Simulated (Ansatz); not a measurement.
Cost and result up the ladder for MgMe2 (C₂H₆Mg) (9 atoms). Total charge 0; singlet. Geometry: B3LYP-D4/def2-TZVP.

```csv
atom,x (Å),y (Å),z (Å)
Mg1,0.0017,-0.0042,-0.0029
C2,-1.8712,-0.9142,0.2171
H3,-1.8134,-1.8258,0.8202
H4,-2.3040,-1.1957,-0.7481
H5,-2.5895,-0.2503,0.7085
C6,1.8716,0.9133,-0.2177
H7,2.2600,1.2728,0.7405
H8,1.8261,1.7768,-0.8888
H9,2.6187,0.2272,-0.6289
```

Ansatz on 4 threads of Intel Xeon on a shared host. Times are rough, and most runs start from the orbitals of an earlier one. CAM-B3LYP-D4/def2-TZVP serves as the yardstick here, not as an exact answer. Differences are given only for rows in sets of like size (and for xTB, whose basis is part of the method), since another set adds its own error. Binding counts from free atoms at the same level (Mg singlet, C triplet, H doublet; other spins of the atoms weren't run), without zero-point energy or a counterpoise term.

B3LYP takes the VWN-RPA correlation. Correlated methods freeze 3 core orbitals; core or outer-core shells of Mg are correlated, in sets that lack core-valence functions.

Correlated methods converge slowly with the basis.

```csv
level,functions,wall time
B3LYP-D4/6-31G,43,0.66 s
LDA (SPW92)/def2-TZVP,130,0.76 s
BHLYP-D4/def2-TZVP,130,1.2 s
MP2/def2-TZVP,130,1.2 s
PBE-D4/def2-TZVP (with forces),130,1.3 s
PBE-D4/def2-TZVPD,163,1.4 s
B3LYP-D4/def2-TZVP,130,1.6 s
r2SCANh-D4/def2-TZVP,130,1.7 s
PBE0-D4/def2-TZVPD,163,1.8 s
CAM-B3LYP-D4/def2-TZVP,130,1.8 s
r2SCAN-D4/def2-TZVPD,163,2.2 s
B97M-V/def2-TZVP,130,2.6 s
CCSD(T)/def2-TZVPD,163,23 s
CCSD(T)/def2-TZVPP,178,27 s
```

Problem. Estimate what each level gives for the binding energy per atom (eV).

Solution. 
| level | binding energy per atom (eV) | difference from CAM-B3LYP-D4/def2-TZVP (eV) |
| --- | --- | --- |
| B3LYP-D4/6-31G | 3.37 | – |
| LDA (SPW92)/def2-TZVP | 3.80 | 0.39 |
| BHLYP-D4/def2-TZVP | 3.34 | -0.08 |
| MP2/def2-TZVP | 3.30 | -0.12 |
| PBE-D4/def2-TZVP (with forces) | 3.44 | 0.02 |
| PBE-D4/def2-TZVPD | 3.44 | 0.02 |
| B3LYP-D4/def2-TZVP | 3.41 | -0.01 |
| r2SCANh-D4/def2-TZVP | 3.41 | -0.01 |
| PBE0-D4/def2-TZVPD | 3.41 | -0.01 |
| CAM-B3LYP-D4/def2-TZVP | 3.42 | 0.00 |
| r2SCAN-D4/def2-TZVPD | 3.42 | 0.01 |
| B97M-V/def2-TZVP | 3.41 | -0.01 |
| CCSD(T)/def2-TZVPD | 3.30 | -0.12 |
| CCSD(T)/def2-TZVPP | 3.34 | -0.08 |
